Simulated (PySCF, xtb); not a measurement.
H₃Si, SMILES [SiH3], multiplicity 2.

Harmonic wavenumbers (cm⁻¹) from xtb with GFN2-xTB at its own minimum, in rising order: 490, 765, 765, 2360, 2389, 2390.

What does PBE-D3(BJ)/def2-TZVPD run with PySCF give at its own minimum? (The exact figures need the calculation; the answer reports its results.)

710, 895, 895, 2134, 2178, 2178. Paired by order, the mean absolute difference is 188 cm⁻¹ and the zero-point energies are 13.1 and 12.9 kcal/mol.
